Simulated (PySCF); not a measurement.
# BCl: spin, charge, geometry and surroundings

How does BCl answer to another spin, charge, distance or environment?

Computed with PySCF 2.14.0. Level: method and basis as typed in the scripts.

## (1) Where the work starts

BCl: 2 atoms, charge 0, spin multiplicity 1.

Bond lengths: B1–Cl2 1.687 Å.

## (2) Base script

input.py reads:

```python
from pyscf import gto, dft

mol = gto.M(
    atom='B 0 0 0; Cl 0 0 1.687',
    basis='jorge-dzp',
    charge=0,
    spin=0,
    verbose=4,
)
mf = dft.RKS(mol, xc='blyp')
mf.kernel()
mf.dip_moment()
print('orbital energies (hartree):', mf.mo_energy[..., max(0, mol.nelec[1]-3):mol.nelec[0]+3].round(4))
```

The run is started by

```
$ OMP_NUM_THREADS=1 python input.py
```

Its log is not repeated here.

It gives: E(SCF) = -484.983622 Eh, 8 cycles, μ = 1.87 D.

The bond length is a typed value, not an optimised one.

## (3) Bond 2.53 Å

Edit 1 changes bond length: 1.687 Å → 2.53 Å.

input.py reads:

```python
from pyscf import gto, dft

mol = gto.M(
    atom='B 0 0 0; Cl 0 0 2.53',
    basis='jorge-dzp',
    charge=0,
    spin=0,
    verbose=4,
)
mf = dft.RKS(mol, xc='blyp')
mf.kernel()
mf.dip_moment()
print('orbital energies (hartree):', mf.mo_energy[..., max(0, mol.nelec[1]-3):mol.nelec[0]+3].round(4))
```

The run is started by

```
$ OMP_NUM_THREADS=1 python input.py
```

## (4) Lengths in bohr

Edit 2 changes length unit: angstrom → bohr; bond length: 1.687 Å → 1.687 bohr.

input.py: that of step 2 with these lines changed.

```diff
@@ -7,2 +7,3 @@
     spin=0,
+    unit='bohr',
     verbose=4,
```

## (5) Charge +1 (doublet, UKS)

Edit 3 changes charge: 0 → 1; spin (2S): 0 → 1; SCF type: RKS → UKS.

input.py reads:

```python
from pyscf import gto, dft

mol = gto.M(
    atom='B 0 0 0; Cl 0 0 1.687',
    basis='jorge-dzp',
    charge=1,
    spin=1,
    verbose=4,
)
mf = dft.UKS(mol, xc='blyp')
mf.kernel()
mf.dip_moment()
print('orbital energies (hartree):', [e[max(0, n-3):n+3].round(4) for e, n in zip(mf.mo_energy, mol.nelec)])
```

## (6) Charge +2 (UKS)

Edit 4 changes charge: 0 → 2; SCF type: RKS → UKS.

input.py reads:

```python
from pyscf import gto, dft

mol = gto.M(
    atom='B 0 0 0; Cl 0 0 1.687',
    basis='jorge-dzp',
    charge=2,
    spin=0,
    verbose=4,
)
mf = dft.UKS(mol, xc='blyp')
mf.kernel()
mf.dip_moment()
print('orbital energies (hartree):', [e[max(0, n-3):n+3].round(4) for e, n in zip(mf.mo_energy, mol.nelec)])
```

## (7) Bond 1.889 Å

Edit 5 changes bond length: 1.687 Å → 1.889 Å.

input.py: that of step 2 with these lines changed.

```diff
@@ -3,3 +3,3 @@
 mol = gto.M(
-    atom='B 0 0 0; Cl 0 0 1.687',
+    atom='B 0 0 0; Cl 0 0 1.889',
     basis='jorge-dzp',
```

## (8) Electric field 0.05 a.u.

Edit 6 changes electric field: none → 0.05 a.u.

input.py: that of step 2 with these lines changed.

```diff
@@ -10,2 +10,7 @@
 mf = dft.RKS(mol, xc='blyp')
+field = 0.05  # electric field along z, atomic units
+h = mf.get_hcore() + field*mol.intor('int1e_r')[2]
+mf.get_hcore = lambda *args: h
+e_nuc = mol.energy_nuc() - field*mol.atom_charges() @ mol.atom_coords()[:, 2]
+mf.energy_nuc = lambda *args: e_nuc
 mf.kernel()
```

Before running it: what results should come out? Wanted: for each run, E(SCF); from base; gap, α spin; SCF dipole.

As calculated:

| run | E(SCF) (hartree) | from base (eV) | cycles | gap, α spin (eV) | SCF dipole (D) |
| --- | --- | --- | --- | --- | --- |
| base | -484.983622 | 0 | 8 | 3.34 | 1.87 |
| bond 2.53 Å | -484.919046 | +1.7572 | 11 | 2.36 | 3.10 |
| lengths in bohr (poor choice) | -483.205464 | not comparable | 8 | 3.06 | 4.96 |
| charge +1 (doublet, UKS) | -484.627291 | +9.6963 | 10 | 4.71 | n/a |
| charge +2 (UKS) | -483.874096 | +30.1918 | 11 | 0.87 | n/a |
| bond 1.889 Å | -484.982237 | +0.0377 | 8 | 3.50 | 0.52 |
| electric field 0.05 a.u. | -485.065557 | -2.2296 | 9 | 4.04 | 6.57 |

**Reading.** The largest comparable shift of the SCF energy, -2.230 eV, comes with the run “electric field 0.05 a.u.”. At the SCF level, going to the doublet with one electron fewer costs 9.70 eV at fixed geometry, against 5.84 eV for the negative of the highest filled level. Rows marked «poor choice» come from settings spoiled on purpose.
